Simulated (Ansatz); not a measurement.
2H WSe₂ was calculated with PBEsol (PAW; Ansatz, an electronic-structure program).

Settings: plane-wave cutoff 520 eV, 12×12×4 k mesh (along the axes of the cell as run), no spin polarisation, scalar-relativistic PAW data made under PBE.

Computed at the level's own relaxed cell.

**Question.** What does this level give for the elastic constant C33, elastic constant C13, elastic constant C44, Young modulus, elastic constant C11, elastic constant C12 and elastic constant C66?

**Answer.** 
- elastic constant C33 = 26.5 GPa
- elastic constant C13 = 5.96 GPa
- elastic constant C44 = 13.1 GPa
- Young modulus = 79.0 GPa
- elastic constant C11 = 196 GPa
- elastic constant C12 = 35.9 GPa
- elastic constant C66 = 80.2 GPa

Note: the cell comes from a level without a dispersion term, which matters for the spacing of layers, chains or molecules; the cell has widely spaced layers and the level no dispersion term, so their spacing and the moduli can rest on weak binding.

Elastic constants are with the ions relaxed.

Spin–orbit coupling is not included.

Static lattice: no zero-point or thermal effects.

Cost on a shared machine: around 40 core-minutes (rough).
